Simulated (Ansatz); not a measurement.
Several settings on one geometry of Mg(SiH3)2 (MgSi₂H₆) (that of the charge 0 singlet, r2SCAN-D4/def2-TZVP). Ansatz on 4 threads of AMD EPYC 7B13 on a shared host; times are rough.

```xyz
9

Mg    0.017    0.024    0.000
Si    0.001   -0.015    2.586
H     0.887   -1.072    3.162
H    -1.356   -0.280    3.157
H     0.452    1.267    3.210
Si    0.004    0.021   -2.586
H     1.321    0.390   -3.190
H    -0.985    0.977   -3.172
H    -0.341   -1.313   -3.167
```

Totals from different functionals, basis sets or treatments of relativity can't be compared as stabilities.

Correlated methods freeze 11 core orbitals; core or outer-core shells of Mg are correlated, in sets that lack core-valence functions.

Scalar relativity in a set contracted without it gives distorted totals.

Q: Give the basis size and estimate the energy, ⟨S²⟩, dipole and time of these runs.

```tsv
run	method	charge	state	further keys
1	RKS CAM-B3LYP/def2-mTZVPP	0	singlet	pseudopotentials: {relativity: scalar}; scf: {omitted_lower_state_checks: [starts]}; forces asked
2	RKS BHLYP/aug-cc-pVDZ	0	singlet	scf: {lower_state_search: off}; forces asked
3	RKS PBE0-DH/cc-pVDZ	0	singlet	scf: {omitted_lower_state_checks: [starts]}; forces asked
```

A: 
```csv
run,functions,energy (Eh),⟨S²⟩,dipole (D),wall time
1,98,-784.0240,–,0.09,1.4 s
2,135,-782.6392,–,0.09,1.5 s
3,84,-782.2121,–,0.08,2.2 s
```
